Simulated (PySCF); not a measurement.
# Exact simulation of a proton spin system

Molecule: `O=C(O)C1CC1`, C4H6O2.

Bonds (- single, = double, # triple, : aromatic): O1=C2 1.204 Å, C2-O3 1.345 Å, C2-C4 1.473 Å, C4-C5 1.509 Å, C5-C6 1.480 Å, C6-C4 1.509 Å. O3 carries H7; C4 carries H8; C5 carries H9, H10; C6 carries H11, H12. H9, H11 are cis to C2 on the ring; H10, H12 are trans to C2 on the ring.

Level of theory: couplings computed with B3LYP/pcJ-2 (without the spin–dipole term), coordinates at the PBE0-D3(BJ)/def2-TZVP level, σ from GIAO-B97-2/pcSseg-2, in PySCF 2.14 (equivalent nuclei averaged, gas phase, single conformer, relativity neglected).

Shifts are taken against calculated references (same method and geometry level): 1H (31.64 ppm) against TMS.

The 5-spin Hamiltonian (Zeeman plus full scalar coupling among like nuclei) was diagonalised exactly; lines are Lorentzian, 0.4 Hz wide, and the maxima above 3 % are listed with the tallest set to 100.

Peak list at 500 MHz for the spins H8/H9/H10/H11/H12:
Hz from δ = 0 (height): 804.4 (20), 799.4 (39), 795.2 (34), 794.4 (24), 790.2 (73), 786.0 (25), 785.2 (36), 781.0 (42), 776.0 (23), 534.1 (21), 533.4 (23), 529.8 (59), 529.5 (68), 529.1 (69), 528.2 (27), 525.7 (95), 524.6 (69), 524.0 (50), 522.1 (31), 521.4 (39), 520.8 (81), 517.2 (26), 516.3 (23), 504.2 (4), 499.4 (4), 422.8 (4), 413.5 (4), 405.7 (24), 404.8 (27), 401.4 (100), 397.9 (56), 397.7 (62), 397.2 (55), 396.4 (28), 395.7 (28), 393.7 (25), 392.9 (29), 392.2 (66), 392.0 (77), 388.9 (47), 388.2 (69), 384.5 (22), 383.8 (19)

Task: Extract the chemical shifts and coupling constants behind this pattern (give the signs of the calculation).

Result: 
Shifts (ppm): H8 1.58, H9/H11 1.05, H10/H12 0.79.
Couplings (Hz): H8–H9, H8–H11: 5.0; H8–H10, H8–H12: 9.2; H9–H10, H11–H12: -4.0; H9–H11: 11.3; H9–H12, H10–H11: 7.9; H10–H12: 10.5.
These are the parameters used. A line list fixes at most the relative signs, and those only where coupling is strong; other parameter sets or atom labellings may fit too, and couplings well below the line width leave little trace. Those between chemically equivalent but magnetically inequivalent protons (AA′, BB′) do shape the pattern.

OH/NH shifts are gas-phase values; hydrogen bonding in solution moves them, usually downfield.
